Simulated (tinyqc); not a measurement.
Inside a calculation. Method: MP2 on RHF in the sto-3g basis, frozen core, for H2F+, spin multiplicity 1. One step of it, computed by the program tinyqc.

Task: Iteration 8 (converged): orbitals. Diagonalise F' = X^T F X, C = X C', fill 5 alpha and 5 beta electrons from the bottom; D = 2 C_occ C_occ^T. Each column has its largest component positive (the first on a tie).

converged F (hartree), lower triangle:
```
             1F 1s      1F 2s     1F 2px     1F 2py     1F 2pz      2H 1s      3H 1s
1F 1s   -26.598451
1F 2s    -6.782003  -3.602747
1F 2px    0.000000   0.000000  -1.020158
1F 2py   -0.000528  -0.004005   0.000000  -0.929301
1F 2pz   -0.022589  -0.106833   0.000000  -0.002727  -0.962563
2H 1s    -1.008728  -1.072690   0.000000  -0.470769  -0.437615  -0.785105
3H 1s    -0.947626  -1.023943   0.000000   0.457098  -0.425908  -0.352175  -0.757841
```

X, lower triangle:
```
            1F 1s      1F 2s    1F 2px     1F 2py     1F 2pz      2H 1s     3H 1s
1F 1s    1.023526
1F 2s   -0.134351   1.124565
1F 2px   0.000000   0.000000  1.000000
1F 2py  -0.000289   0.003326  0.000000   1.050218
1F 2pz  -0.005658   0.053164  0.000000   0.001524   1.027605
2H 1s    0.016728  -0.193239  0.000000  -0.147306  -0.100155   1.104800
3H 1s    0.015965  -0.180754  0.000000   0.141664  -0.094826  -0.080636  1.096100
```

Give: F' = X^T F X; orbital energies; coefficients C; D after iteration 8.

Result:

F' = X^T F X (hartree), lower triangle:
```
         1       2       3       4       5       6       7
1  -26.121
2   -3.433  -2.280
3    0.000   0.000  -1.020
4   -0.001   0.003   0.000  -0.761
5   -0.043   0.035   0.000   0.002  -0.864
6   -0.115  -0.434   0.000  -0.388  -0.298  -0.387
7   -0.102  -0.410   0.000   0.377  -0.288  -0.083  -0.391
```

orbital energies (hartree): MO1 -26.608, MO2 -2.017, MO3 -1.120, MO4 -1.055, MO5 -1.020, MO6 -0.058, MO7 0.054

coefficients C:
```
           MO1     MO2     MO3     MO4    MO5     MO6     MO7
1F 1s    0.995  -0.251   0.005   0.067  0.000   0.094   0.012
1F 2s    0.022   0.955  -0.026  -0.335  0.000  -0.569  -0.076
1F 2px   0.000   0.000   0.000   0.000  1.000   0.000   0.000
1F 2py   0.000   0.004   0.761  -0.037  0.000   0.075  -0.748
1F 2pz   0.002   0.100   0.037   0.845  0.000  -0.589  -0.069
2H 1s   -0.004   0.084   0.352   0.223  0.000   0.625   0.852
3H 1s   -0.003   0.079  -0.331   0.254  0.000   0.782  -0.692
```

D after iteration 8, lower triangle:
```
         1F 1s   1F 2s  1F 2px  1F 2py  1F 2pz   2H 1s  3H 1s
1F 1s    2.115
1F 2s   -0.481   2.053
1F 2px   0.000   0.000   2.000
1F 2py   0.001  -0.008   0.000   1.160
1F 2pz   0.068  -0.377   0.000  -0.005   1.452
2H 1s   -0.016  -0.008   0.000   0.520   0.420   0.362
3H 1s   -0.016  -0.001   0.000  -0.521   0.420  -0.106  0.360
```
